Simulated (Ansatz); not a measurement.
CH2NSi, SMILES N#C[SiH2], a ladder of basis sets

Program: the Ansatz DFT code, driven from Python.

At the Python prompt:
```pycon
>>> import ansatz as az
>>> XC = "b3lyp"
>>> mol = (
...     az.Crystal.molecule()
...     .atom("N", [1.0874, -1.2782, 1.6417])
...     .atom("C", [0.5907, -0.658, 0.7252])
...     .atom("Si", [-0.135, 0.2665, -0.7559])
...     .atom("H", [-1.4195, -0.139, -1.0755])
...     .atom("H", [-0.0736, 1.7351, -0.5768])
... )
>>> model = mol.calculation().functional(XC).spin("collinear", total=1)
>>> energies = {}
>>> for basis in ["cc-pVDZ", "cc-pVTZ"]:
...     summary = model.basis(gaussian=basis).run().report
...     size = summary["n_frozen"] + summary["n_occupied"][0] + summary["n_virtual"][0]
...     energies[basis] = (summary["reference_energy_ev"] / 27.211386246, summary["free_energy_ev"] / 27.211386246)
...     print(f"{basis:14s} {size:4d} orbitals  reference {energies[basis][0]:14.6f} Ha  total {energies[basis][1]:14.6f} Ha")
...
cc-pVDZ          56 orbitals  reference    -383.497436 Ha  total    -383.497436 Ha
cc-pVTZ         122 orbitals  reference    -383.540648 Ha  total    -383.540648 Ha
>>> last = energies["cc-pVTZ"][1]
>>> for basis, (_, total) in energies.items():
...     print(f"{basis:14s} lies {27.211386 * (total - last):9.4f} eV above cc-pVTZ")
...
cc-pVDZ        lies    1.1758 eV above cc-pVTZ
cc-pVTZ        lies    0.0000 eV above cc-pVTZ
```

Against cc-pVDZ: cc-pVTZ -43.2 mHa. The last step alone is -43.21 mHa. From the first set to the last the time grows from 1.7 to 3.2 s.

The drop along the ladder measures the basis error, and is no property of the molecule. The geometry is a force-field or estimated start, not a minimum of this method, and the last set is no limit. Much of the fall in a total is atomic energy, which cancels in bond and reaction energies. The species is open-shell (spin multiplicity 2). b3lyp holds the VWN-RPA fit, as in Gaussian; the form of ORCA and Turbomole is b3lyp5. For Al to Cl the sets with a tight d function, cc-pV(X+d)Z, are usual. Finished in 5.3 s on 1 thread of Arm Neoverse V2, with other jobs on the host, peak memory 0.27 GiB.
